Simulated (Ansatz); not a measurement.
Reaction (SMILES): N#N (N2) → N2+ (doublet, bonded as N#N) + e-
B3LYP-D3(BJ)/def2-TZVP geometries, fixed; electronic energies without zero-point terms.

Effect of a fitting basis named in the input at PBE0/aug-cc-pVTZ with Ansatz (a first-principles code), against the last row, where the adiabatic ionisation energy is 15.75 eV. Open shells are unrestricted. The default fits or decomposes integrals by the program's own choice; accuracy: high also tightens integrals, grids and stops.

```
setting                        largest shift of a total energy (mEh)  shift of the adiabatic ionisation energy (eV)
-----------------------------  -------------------------------------  ---------------------------------------------
fitting: def2-SV(P)-JKFIT                                      0.001                                          0.000
fitting: def2-universal-JKFIT                                  0.001                                          0.000
fitting: cc-pVTZ-JKFIT                                         0.022                                          0.000
fitting: cc-pVQZ-JKFIT                                        -0.006                                          0.000
fitting: cc-pV5Z-JKFIT                                        -0.007                                          0.000
accuracy: high                                                -0.003                                          0.000
accuracy: medium (default)                                     0.000                                          0.000
```

Within 0.002 eV in the adiabatic ionisation energy: fitting: def2-SV(P)-JKFIT; fitting: def2-universal-JKFIT; fitting: cc-pVTZ-JKFIT; fitting: cc-pVQZ-JKFIT; fitting: cc-pV5Z-JKFIT; accuracy: high. The largest shift is 0.022 mEh in a total energy and 0.000 eV in the difference.
